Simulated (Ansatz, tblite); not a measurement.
# The cluster PbS2: removing and adding an electron

One table from this session's results is given with a row withheld; the runs are named, their logs left out.

Program: Ansatz 0.2.0, Gaussian basis. Level of theory: as each input shows. These are calculated values, not measurements.

The runs, in order: charge +1 doublet, at the geometry of the singlet (PBE0-D4/def2-TZVP, PBE-D4/def2-TZVP, r2SCAN-D4/def2-TZVP, CCSD(T)/def2-TZVPP); charge -1 doublet, at the geometry of the singlet (PBE0-D4/def2-TZVPD, PBE-D4/def2-TZVPD, r2SCAN-D4/def2-TZVPD, CCSD(T)/def2-TZVPD); the starting singlet's energies come from earlier runs.

## The relaxed structure

The geometry is that of the singlet, from an earlier relaxation (PBE-D4/def2-TZVP). At that level it is the lowest of the isomers that a small search found.

3 atoms, charge 0, spin multiplicity 1.

Atoms are counted from 1 here; the program's logs count them from 0.

Bond lengths: Pb1–S2 2.514 Å, Pb1–S3 2.513 Å, S2–S3 2.175 Å. Angles: S2–Pb1–S3 51.3°, Pb1–S2–S3 64.4°, Pb1–S3–S2 64.4°.

Pb takes a core potential in the def2 sets. No spin-orbit coupling is included.

Set-up of the first run:

File in.yaml:

```yaml
crystal:
  periodic: [false, false, false]
  atoms:
    - {symbol: Pb, position_ang: [0.734601, -1.040093, -0.812793]}
    - {symbol: S, position_ang: [-1.314627, 0.051716, 0.149865]}
    - {symbol: S, position_ang: [0.580026, 0.988377, 0.662928]}
basis:
  gaussian: {orbitals: def2-TZVP}
total_charge: 1
magnetization: {spin_polarized: true, initial_magnetization: 1}
hamiltonian: {xc: pbe0, dispersion: d4}
output: {orbitals: {seedname: orbitals}}
```

Command:

```bash
> ansatz run in.yaml --threads 4 --pin off --events-out ev --progress --plain --max-ram 3916MiB
```

Among the steps run: Charge +1 doublet at the fixed geometry, PBE0-D4/def2-TZVP; Charge +1 doublet at the fixed geometry, PBE-D4/def2-TZVP; Charge +1 doublet at the fixed geometry, r2SCAN-D4/def2-TZVP; Charge +1 doublet at the fixed geometry, CCSD(T)/def2-TZVPP; Charge -1 doublet at the fixed geometry, PBE0-D4/def2-TZVPD; Charge -1 doublet at the fixed geometry, PBE-D4/def2-TZVPD; Charge -1 doublet at the fixed geometry, r2SCAN-D4/def2-TZVPD; Charge -1 doublet at the fixed geometry, CCSD(T)/def2-TZVPD.

One table of the session follows, with a row left open; its other results are not shown here.

| method | vertical electron affinity (eV) |
| --- | --- |
| HF/def2-TZVPD | 0.95 |
| PBE-D4/def2-TZVPD | 1.17 |
| r2SCAN-D4/def2-TZVPD | 1.31 |
| PBE0-D4/def2-TZVPD | 1.28 |
| MP2/def2-TZVPD | 1.17 |
| CCSD/def2-TZVPD | 1.20 |
| CCSD(T)/def2-TZVPD | ? |

Estimate the missing values for CCSD(T)/def2-TZVPD.

The run gave: vertical electron affinity (eV): 1.18. In the column «vertical electron affinity (eV)» it lies between MP2/def2-TZVPD (1.17) and CCSD/def2-TZVPD (1.20).
